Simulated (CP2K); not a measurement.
# C2H3F3 (1,1,2-trifluoroethane): GFN1-xTB

Aim: the vertical singlet–triplet gap of C2H3F3 (1,1,2-trifluoroethane) at GFN1-xTB, from 2 runs. 

Program for the calculation: CP2K 2026.2.

7 further runs of the same task are left out: 4 that didn't finish, 3 set aside as unsound or not needed.

## Step 1: Starting point

C2H3F3: 8 atoms, total charge 0, spin state singlet. SMILES: `FCC(F)F`. The coordinates come from a PBE0-D4/def2-TZVP relaxation. This is one conformer, not always the lowest.

Bond lengths: F1–C2 1.372 Å, C2–C3 1.509 Å, C3–F4 1.352 Å, C3–F5 1.356 Å, C2–H6 1.093 Å, C2–H7 1.093 Å, C3–H8 1.095 Å. Some angles: F1–C2–C3 109.3°, C2–C3–F4 110.4°, C2–C3–F5 108.3°, F4–C3–F5 107.9°, F1–C2–H6 109.4°, F1–C2–H7 109.2°, C3–C2–H6 109.5°, C3–C2–H7 109.4°, C2–C3–H8 113.0°, F4–C3–H8 108.2°.

## Step 2: A single-point energy at GFN1-xTB

File molecule.xyz:

```xyz
8

F     -1.142800    -0.681000     1.163100
C     -0.188200     0.195100     0.711800
C      0.172900    -0.152400    -0.711300
F      0.824200    -1.335800    -0.756500
F      1.011700     0.803600    -1.182200
H      0.701700     0.118900     1.342500
H     -0.588500     1.211500     0.747300
H     -0.698800    -0.217000    -1.370500
```

File molecule.inp:

```
&GLOBAL
  PROJECT_NAME molecule
  RUN_TYPE ENERGY
  PRINT_LEVEL MEDIUM
&END GLOBAL

&FORCE_EVAL
  METHOD QUICKSTEP
  &DFT
    &QS
      METHOD XTB
      EPS_DEFAULT 1.0E-10
      &XTB
        GFN_TYPE 1
        CHECK_ATOMIC_CHARGES F
      &END XTB
    &END QS
    &POISSON
      PERIODIC NONE
      POISSON_SOLVER ANALYTIC
    &END POISSON
    &SCF
      SCF_GUESS ATOMIC
      EPS_SCF 1.0E-06
      MAX_SCF 150
      &DIAGONALIZATION
        ALGORITHM STANDARD
      &END DIAGONALIZATION
      &MIXING
        METHOD BROYDEN_MIXING
        ALPHA 0.4
        NBUFFER 8
      &END MIXING
    &END SCF
    &PRINT
      &MOMENTS
        PERIODIC F
        REFERENCE COM
        MAX_MOMENT 1
      &END MOMENTS
      &MO ON
        ENERGIES T
        OCCUPATION_NUMBERS T
        NDIGITS 6
        &EACH
          QS_SCF 0
        &END EACH
        ADD_LAST NUMERIC
      &END MO
      &HIRSHFELD OFF
      &END HIRSHFELD
    &END PRINT
  &END DFT
  &SUBSYS
    &CELL
      ABC 12.2 12.5 12.7
      PERIODIC NONE
    &END CELL
    &TOPOLOGY
      COORD_FILE_NAME molecule.xyz
      COORD_FILE_FORMAT XYZ
      &CENTER_COORDINATES
      &END CENTER_COORDINATES
    &END TOPOLOGY
  &END SUBSYS
&END FORCE_EVAL
```

On the command line:

```sh
$ OMP_NUM_THREADS=1 cp2k.psmp -i molecule.inp > molecule.out 2>&1
```

The log of the run:

```text
CP2K| version string:                                       CP2K version 2026.2
[...]
 GLOBAL| Method name                                                        CP2K
[...]
 GLOBAL| Run type                                                         ENERGY
[...]
                             - Atoms:                                          8
[...]
                             - Spherical basis functions:                     26
[...]
 Number of electrons:                                                         32
[...]
     1 NoMix/Diag. 0.40E+00    0.0     0.66214315       -21.1072072777 -2.11E+01
[...]
    56 Broy./Diag. 0.40E+00    0.0     0.00000057       -21.2743138149 -1.57E-06
  *** SCF run converged in    56 steps ***
[...]
 TB_DIPOLE| Moment [Debye]         -0.77420117       1.63824573       0.31405735
 TB_DIPOLE| Derivative [a.u.]       0.00000000       0.00000000       0.00000000
[...]
 ENERGY| Total FORCE_EVAL ( QS ) energy [hartree]            -21.274313814943497
[...]
```

It took 0.28 s on 1 thread of Arm Neoverse V2, shared host.

## Step 3: The triplet, same level

molecule.xyz is that of step 2.

File job.inp:

```
&GLOBAL
  PROJECT_NAME job
  RUN_TYPE ENERGY
  PRINT_LEVEL MEDIUM
&END GLOBAL

&FORCE_EVAL
  METHOD Quickstep
  &DFT
    MULTIPLICITY 3
    UKS T
    # Quickstep
    &QS
      METHOD XTB
      EPS_DEFAULT 1.0E-10
      &XTB
        GFN_TYPE 1
        CHECK_ATOMIC_CHARGES F
      &END XTB
    &END QS
    &POISSON
      PERIODIC NONE
      POISSON_SOLVER ANALYTIC
    &END POISSON
    # self-consistent field
    &SCF
      SCF_GUESS ATOMIC
      EPS_SCF 1.0E-06
      MAX_SCF 150
      &DIAGONALIZATION
        ALGORITHM STANDARD
      &END DIAGONALIZATION
      &MIXING
        METHOD BROYDEN_MIXING
        ALPHA 0.4
        NBUFFER 8
      &END MIXING
    &END SCF
    &PRINT
      &MOMENTS
        PERIODIC F
        REFERENCE COM
        MAX_MOMENT 1
      &END MOMENTS
      &MO ON
        ENERGIES T
        OCCUPATION_NUMBERS T
        NDIGITS 6
        &EACH
          QS_SCF 0
        &END EACH
        ADD_LAST NUMERIC
      &END MO
      &HIRSHFELD OFF
      &END HIRSHFELD
    &END PRINT
  &END DFT
  &SUBSYS
    # vacuum box
    &CELL
      ABC 12.2 12.5 12.7
      PERIODIC NONE
    &END CELL
    &TOPOLOGY
      COORD_FILE_NAME molecule.xyz
      COORD_FILE_FORMAT XYZ
      &CENTER_COORDINATES
      &END CENTER_COORDINATES
    &END TOPOLOGY
  &END SUBSYS
&END FORCE_EVAL
```

On the command line:

```sh
$ OMP_NUM_THREADS=1 cp2k.psmp -i job.inp > job.out 2>&1
```

The log of the run:

```text
CP2K| version string:                                       CP2K version 2026.2
[...]
 GLOBAL| Method name                                                        CP2K
[...]
 GLOBAL| Run type                                                         ENERGY
[...]
                             - Atoms:                                          8
[...]
                             - Spherical basis functions:                     26
[...]
 Number of electrons:                                                         17
[...]
     1 NoMix/Diag. 0.40E+00    0.0     0.62128440       -20.6139102140 -2.06E+01
[...]
    91 Broy./Diag. 0.40E+00    0.0     0.00000100       -20.9063812921 -2.14E-06
  *** SCF run converged in    91 steps ***
[...]
 TB_DIPOLE| Moment [Debye]         -0.31610342       0.65931636      -0.21855629
 TB_DIPOLE| Derivative [a.u.]       0.00000000       0.00000000       0.00000000
[...]
 ENERGY| Total FORCE_EVAL ( QS ) energy [hartree]            -20.906381292094327
[...]
```

Run time: 0.34 s. Hardware: 1 thread of Arm Neoverse V2, shared host.

## Step 4: What came out

At GFN1-xTB:

| quantity | value |
| --- | --- |
| singlet: total energy | -21.27431 Eh |
| singlet: dipole moment (from atomic charges alone) | 1.84 D |
| singlet: HOMO energy | -13.62 eV |
| singlet: dispersion energy | -4.11 kJ/mol |
| triplet: total energy | -20.90638 Eh |
| triplet: dipole moment (from atomic charges alone) | 0.76 D |
| triplet: HOMO energy (highest over α and β) | -3.77 eV |
| triplet: dispersion energy | -4.11 kJ/mol |
| vertical energy of the triplet above the singlet | 10.012 eV |

What this shows: The method runs without spin polarisation, so open shells lack the exchange term that lowers high spin: such gaps come out too high and can have the wrong sign. At this shape the triplet lies 10.01 eV (231 kcal/mol) above the singlet. The dipole (singlet) comes from point charges on the atoms alone, without atomic dipoles, so it is partial. The dipole (triplet) comes from point charges on the atoms alone, without atomic dipoles, so it is partial.
